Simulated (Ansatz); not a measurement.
Results of r²SCAN+SOC in Ansatz (PAW) for bcc Ba.

Settings: plane-wave cutoff 560 eV, 16×16×16 k mesh, Fermi–Dirac smearing 0.05 eV, PAW data made under PBE.

Energies at three volumes about the minimum:

| V (Å³/atom) | E − E_lowest (meV/atom) |
|---|---|
| 63.846 | 0.72 |
| 65.149 | 0.00 |
| 66.452 | 0.65 |

Task: Fit a parabola by hand: where is the minimum, what lattice constant follows, and what is the bulk modulus?

Result: Slopes: (0.00 − 0.72)/(65.149 − 63.846) = -0.553 and (0.65 − 0.00)/(66.452 − 65.149) = 0.499 meV/Å³. Curvature E″ = 2 × (0.499 − (-0.553))/(66.452 − 63.846) = 0.807 meV/Å⁶. From the middle of the first interval, the slope vanishes at V0 = 64.4975 − (-0.553)/0.807 = 65.183 Å³/atom. B = V0 E″ = 65.183 × 0.807 meV/Å³ × 0.1602 GPa per meV/Å³ = 8.43 GPa. With 2 atoms in the cube, a = (2 × 65.183)^(1/3) = 5.071 Å. The full Birch–Murnaghan fit to all volumes gives V0 = 65.168 Å³/atom and B0 = 8.4 GPa.

Measured, for comparison: bulk modulus 9.3 GPa (corrected for temperature and zero-point phonon effects, sources range from 9.3 to 10.6; as tabulated in Levämäki et al. (2014), arXiv:1402.3671); lattice constant a 4.995 Å (low-temperature or extrapolated to 0 K; zero-point anharmonic expansion removed, sources range from 4.995 to 5.004; as tabulated in Csonka et al. (2009), arXiv:0903.4037). Computed less measured: bulk modulus -10 % (-10 % to -21 % over the range).

Ansatz is a program for electronic structure.
